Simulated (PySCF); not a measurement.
The first ionisation energy along group 13

All values are computed (PySCF 2.14, energy differences of UHF-based or UKS calculations, no spin-orbit coupling). Values in eV. The last column holds reference values (NIST; (s) semi-empirical, (t) theoretical, else measured). Unmarked ones compare directly (S terms, centres of terms, or small fine structure); those marked * lie between the lowest fine-structure levels and include a spin-orbit shift.

```
                                                                              element                     configurations    UHF   PBE0  MP2 (valence)  SCS-MP2 (valence)  MP2 (valence and next inner shell)  SCS-MP2 (valence and next inner shell)  reference
 B (x2c-QZVPPall with one added diffuse shell each of s, p, d, f type, spin-free X2C)            [He] 2s2 2p1 → [He] 2s2  8.040  8.644          8.289              8.259                               8.308                                   8.272      8.297
Al (x2c-QZVPPall with one added diffuse shell each of s, p, d, f type, spin-free X2C)            [Ne] 3s2 3p1 → [Ne] 3s2  5.600  6.089          5.844              5.830                               5.816                                   5.807      5.977
Ga (x2c-QZVPPall with one added diffuse shell each of s, p, d, f type, spin-free X2C)  [Ar] 3d10 4s2 4p1 → [Ar] 3d10 4s2  5.530  5.983          5.760              5.745                               5.832                                   5.783      5.931
In (x2c-QZVPPall with one added diffuse shell each of s, p, d, f type, spin-free X2C)  [Kr] 4d10 5s2 5p1 → [Kr] 4d10 5s2  5.219  5.629          5.422              5.407                               5.481                                   5.428      5.603
```

Q: Which of these methods has the smallest mean absolute error against the measured values here?

A: MP2 (valence and next inner shell), with 0.098 eV.

| method | elements | mean error (eV) | mean absolute error (eV) | largest error (eV) |
| --- | --- | --- | --- | --- |
| UHF | 4 | -0.355 | 0.355 | -0.401 |
| PBE0 | 4 | 0.134 | 0.134 | 0.348 |
| MP2 (valence) | 4 | -0.123 | 0.123 | -0.182 |
| SCS-MP2 (valence) | 4 | -0.142 | 0.142 | -0.196 |
| MP2 (valence and next inner shell) | 4 | -0.093 | 0.098 | -0.160 |
| SCS-MP2 (valence and next inner shell) | 4 | -0.129 | 0.129 | -0.175 |

Errors include the incompleteness of the basis and the frozen core.

"Valence" correlates the outer s and p shells and, in groups 3 to 12 and the f block, the outer d or f shell, open or full, or the next shell where the ion has no valence electron left; the wider scheme adds the next inner shell.
